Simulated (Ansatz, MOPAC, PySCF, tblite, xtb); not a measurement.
Potential energy surface of H3 (cation, charge +1), singlet: collinear H-H-H surface. Scanned: first H-H distance and second H-H distance.

- GFN2-xTB, 300 K electronic temperature (tblite)
- RHF/def2-SVP (PySCF)
- FCI/cc-pVQZ = full CI/cc-pVQZ, frozen core (Ansatz, a first-principles code)
- RHF/cc-pVQZ (Ansatz)
- MP2/cc-pVQZ = MP2 on RHF/cc-pVQZ, frozen core (Ansatz)
- CCSD/cc-pVQZ = Ansatz with CCSD on RHF/cc-pVQZ, frozen core
- CCSD(T)/cc-pVQZ = CCSD(T) on RHF/cc-pVQZ, frozen core in Ansatz
- RKS-BLYP/cc-pVQZ = restricted BLYP/cc-pVQZ (Ansatz)
- RKS-PBE0/cc-pVQZ = restricted PBE0/cc-pVQZ (Ansatz)
- RKS-PBE/cc-pVQZ = restricted PBE/cc-pVQZ run with Ansatz
- AM1, restricted, heats of formation (MOPAC)
- PM6, restricted, heats of formation (MOPAC)
- GFN1-xTB (xtb)
- RKS-B3LYP/6-31G* = restricted B3LYP/6-31G*, spherical d run with PySCF
- RKS-M06-2X/6-31G* = restricted M06-2X/6-31G*, spherical d (PySCF)
- RKS-B3LYP/6-311+G** = restricted B3LYP/6-311+G**, spherical d run with PySCF
- RKS-BP86/6-31G* = restricted BP86/6-31G*, spherical d (PySCF)

Energies in kJ/mol at chosen points (x: first H-H distance (Å); y: second H-H distance (Å)), relative to x = 0.79, y = 0.80:

```tsv
method	(1.02, 1.54)	(1.57, 0.63)	(0.63, 1.54)	(0.94, 0.80)	(1.77, 1.20)	(2.15, 1.13)	(0.79, 0.63)
GFN2-xTB	75.2	165.2	159.2	-25.5	158.7	205.2	106.9
RHF	191.7	206.2	201.4	11.1	299.6	325.3	62.0
FCI/cc-pVQZ	185.8	214.7	209.2	12.0	281.3	324.1	54.3
RHF/cc-pVQZ	201.0	199.4	194.7	15.4	308.8	334.6	49.1
MP2/cc-pVQZ	193.8	207.3	202.2	14.0	294.6	328.3	51.2
CCSD/cc-pVQZ	185.8	214.7	209.2	12.0	281.3	324.1	54.3
CCSD(T)/cc-pVQZ	185.8	214.7	209.2	12.0	281.3	324.1	54.3
RKS-BLYP/cc-pVQZ	157.0	192.5	187.6	8.1	241.2	264.5	57.8
RKS-PBE0/cc-pVQZ	174.6	201.8	196.7	10.5	268.2	296.2	55.8
RKS-PBE/cc-pVQZ	157.5	196.7	191.8	7.8	242.7	267.4	59.2
AM1	265.5	189.5	184.4	26.6	394.6	414.8	19.8
PM6	306.3	311.6	304.1	13.3	479.9	499.0	94.2
GFN1-xTB	128.1	174.3	170.5	4.1	205.3	227.8	89.6
RKS-B3LYP/6-31G*	172.2	198.2	193.3	10.7	262.9	288.7	56.4
RKS-M06-2X/6-31G*	182.1	198.7	193.8	11.9	278.8	307.5	54.4
RKS-B3LYP/6-311+G**	171.1	199.8	194.8	10.0	262.6	288.7	56.3
RKS-BP86/6-31G*	159.9	198.0	193.2	8.6	244.3	268.3	59.3
```
